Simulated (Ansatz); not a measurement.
System: Cs₂AgBiBr₆ (Fm-3m, No. 225). Method: r²SCAN+rVV10 (PAW; Ansatz, an electronic-structure program).

Run with plane-wave cutoff 560 eV, 6×6×6 k mesh, Fermi–Dirac smearing 0.01 eV, no spin polarisation, scalar-relativistic PAW data made under PBE.

Cell (relaxed at this level):

```
CELL_PARAMETERS angstrom
      0.00000     5.61824     5.61824
      5.61824     0.00000     5.61824
      5.61824     5.61824     0.00000
ATOMIC_POSITIONS crystal
  Cs 0.75000 0.75000 0.75000
  Cs 0.25000 0.25000 0.25000
  Ag 0.50000 0.50000 0.50000
  Bi 0.00000 0.00000 0.00000
  Br 0.74720 0.25280 0.25280
  Br 0.25280 0.74720 0.74720
  Br 0.25280 0.74720 0.25280
  Br 0.74720 0.25280 0.74720
  Br 0.25280 0.25280 0.74720
  Br 0.74720 0.74720 0.25280
```

Question: What does this level give for the band gap and Γ–Γ gap?

Answer: 
band gap: 1.60 eV (on the SCF k mesh)
Γ–Γ gap: 3.24 eV

Spin–orbit coupling is not included; with these elements it can move the gap by several tenths of an eV or more.

Computed values are for the static lattice.
